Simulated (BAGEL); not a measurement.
# HF/3-21G (density fitting with qzvpp-jkfit) run of OH− (hydroxide)

Aim: the vertical ionisation energy of OH− (hydroxide) at HF/3-21G (density fitting with qzvpp-jkfit), from 2 runs. 

The calculation is run with BAGEL 1.2.2.

### Step 1. The system as given

The species is OH− (2 atoms), meant as a singlet with charge -1. As SMILES, `[OH-]`. Geometry: relaxed at PBE0-D4/def2-TZVPD.

Bond lengths: O1–H2 0.964 Å.

### Step 2. The energy at HF/3-21G (density fitting with qzvpp-jkfit)

input.json reads:

```json
{ "bagel": [

{
  "title": "molecule",
  "basis": "3-21g",
  "df_basis": "qzvpp-jkfit",
  "angstrom": true,
  "geometry": [
    { "atom": "O", "xyz": [    0.411800,   -0.131800,    0.212500 ] },
    { "atom": "H", "xyz": [   -0.411800,    0.131800,   -0.212500 ] }
  ]
},
{ "title": "hf", "charge": -1 },
{ "title": "print", "file": "orbitals.molden", "orbitals": true }

]}
```

Run with:

```console
$ BAGEL_NUM_THREADS=1 BAGEL input.json > input.out
```

The log of the run:

```text
* using 1 threads per process

  ===============================================================
  ===============================================================

  *** Geometry ***

  { "atom" : "O", "xyz" : [      0.778189,     -0.249066,      0.401567 ] },
  { "atom" : "H", "xyz" : [     -0.778189,      0.249066,     -0.401567 ] },

  Number of auxiliary basis functions:       95

  Since a DF basis is specified, we compute 2- and 3-index integrals:
    o Being stored without compression. Storage requirement is 0.000 GB

  Number of basis functions:       11
  Number of electrons      :        9

    * METHOD: MOLECULE                             0.02

  *** RHF ***

  === Nuclear Repulsion ===
     4.3935670399

      * DIIS with orbital gradients will be used.

  === RHF iteration (3-21g) ===
      0        -74.68448576          0.13802646           0.00
      1        -74.82838614          0.05894270           0.00
      2        -74.86502756          0.00546557           0.00
      3        -74.86567881          0.00079910           0.00
      4        -74.86570046          0.00010890           0.00
      5        -74.86570078          0.00001545           0.00
      6        -74.86570079          0.00000034           0.00
      7        -74.86570079          0.00000007           0.00
      8        -74.86570079          0.00000001           0.00
    * SCF iteration converged.

    * Permanent dipole moment:
           (    0.415760,    -0.133067,     0.214543) a.u.

    * METHOD: HF                                   0.03

    * METHOD: PRINT                                0.00

  ===============================================================
```

Run time: 0.18 s. Hardware: 1 thread of Arm Neoverse V1, shared host.

### Step 3. Doublet neutral OH at the same level

input.json reads:

```json
{ "bagel" : [

{
  "title" : "molecule",
  "basis" : "3-21g",
  "df_basis" : "qzvpp-jkfit",
  "angstrom" : true,
  "geometry" : [
    { "atom" : "O", "xyz" : [    0.411800,   -0.131800,    0.212500 ] },
    { "atom" : "H", "xyz" : [   -0.411800,    0.131800,   -0.212500 ] }
  ]
},
{ "title" : "uhf", "nopen" : 1 },
{ "title" : "print", "file" : "orbitals.molden", "orbitals" : true }

]}
```

Run with:

```console
$ BAGEL_NUM_THREADS=1 BAGEL input.json > input.out
```

The log of the run:

```text
* using 1 threads per process

  ===============================================================
  ===============================================================

  *** Geometry ***

  { "atom" : "O", "xyz" : [      0.778189,     -0.249066,      0.401567 ] },
  { "atom" : "H", "xyz" : [     -0.778189,      0.249066,     -0.401567 ] },

  Number of auxiliary basis functions:       95

  Since a DF basis is specified, we compute 2- and 3-index integrals:
    o Being stored without compression. Storage requirement is 0.000 GB

  Number of basis functions:       11
  Number of electrons      :        9

    * METHOD: MOLECULE                             0.02

  *** Open-shell HF ***

  === Nuclear Repulsion ===
     4.3935670399

      * DIIS with orbital gradients will be used.

  === UHF iteration (3-21g) ===
      0        -74.94437280          0.09313749           0.00
      1        -74.96705368          0.02411987           0.00
      2        -74.96922371          0.01091384           0.00
      3        -74.96954690          0.00192604           0.00
      4        -74.96962296          0.00019018           0.00
      5        -74.96963646          0.00002876           0.00
      6        -74.96964136          0.00000925           0.00
      7        -74.96964271          0.00000360           0.00
      8        -74.96964308          0.00000068           0.00
      9        -74.96964310          0.00000020           0.00
     10        -74.96964310          0.00000002           0.00
     11        -74.96964310          0.00000001           0.00
    * SCF iteration converged.

    * S^2 (UHF) is 0.7530

    * Permanent dipole moment:
           (    0.668173,    -0.213854,     0.344796) a.u.

    * METHOD: UHF                                  0.03

    * METHOD: PRINT                                0.00

  ===============================================================
```

Wall time 0.18 s (1 thread of Arm Neoverse V1, shared host).

### Step 4. Outcome

At HF/3-21G (density fitting with qzvpp-jkfit):

| quantity | value |
| --- | --- |
| singlet OH−: total energy | -74.86570 Eh |
| singlet OH−: HOMO energy | 0.58 eV |
| singlet OH−: LUMO energy | 18.14 eV |
| singlet OH−: HOMO–LUMO gap (to an unbound level, set by the basis) | 17.56 eV |
| doublet neutral OH: total energy | -74.96964 Eh |
| doublet neutral OH: dipole moment | 1.99 D |
| doublet neutral OH: ⟨S²⟩ | 0.753 |
| vertical detachment energy (to the doublet neutral) | -2.828 eV |

In words: The species is unbound against losing an electron at this level, by 2.83 eV (−65 kcal/mol); missing correlation or diffuse functions can give that sign where the real anion is bound. The HOMO (singlet OH−) lies at positive energy, 0.58 eV: the electron is unbound at this level or held by a compact basis; values depend on the basis.
